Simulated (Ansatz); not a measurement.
`FC(F)Cl` → `F[C]F` + HCl at 700 K and 1 bar (formal loss of a carbene).

Calculated with Ansatz (gas phase, PBE0-D4/def2-TZVP geometries, no zero-point term in ΔE). CCSD(T)/CBS adds triple-zeta CCSD(T) − MP2 to the extrapolated MP2 energy (def2 sets, frozen cores). This one scheme is used for every species.

```tsv
species	CCSD(T)/CBS energy (Eh)	H − E (kJ/mol)	S (J/(mol·K))
`FC(F)Cl`	-698.00348	102.9	340.3
`F[C]F`	-237.54028	47.1	278.6
HCl	-460.38127	38.4	211.8
```

H − E and S are ideal-gas, rigid-rotor, harmonic terms from PBE0-D4/def2-TZVP. 1 Eh = 2625.50 kJ/mol, R = 8.31446 J/(mol·K).

Task: By hand: ΔE, ΔH, ΔS and ΔG.

Result: ΔE = (-237.54028) + (-460.38127) − (-698.00348) = 0.08193 Eh = 215.1 kJ/mol. Δ(H − E) = 47.1 + 38.4 − 102.9 = -17.4, so ΔH = 197.7 kJ/mol. ΔS = 278.6 + 211.8 − 340.3 = 150.1 J/(mol·K). ΔG = 197.7 − 700 × (150.1)/1000 = 92.6 kJ/mol.

Task: By hand: the equilibrium constant, and the temperature at which ΔG would vanish if ΔH and ΔS stayed fixed.

Result: log₁₀ K = −ΔG/(RT ln 10) = -6.9. ΔG = 0 at ΔH/ΔS = 1317 K.

The number of gas molecules changes by +1, which sets the sign of ΔS. A doubt of 5 kJ/mol in ΔE shifts log₁₀ K by 0.4 here. These are equilibria of isolated gas molecules and say nothing of rates. Largest T1 diagnostic: 0.017 (customary marks: 0.02 for closed shells, 0.045 for open ones).
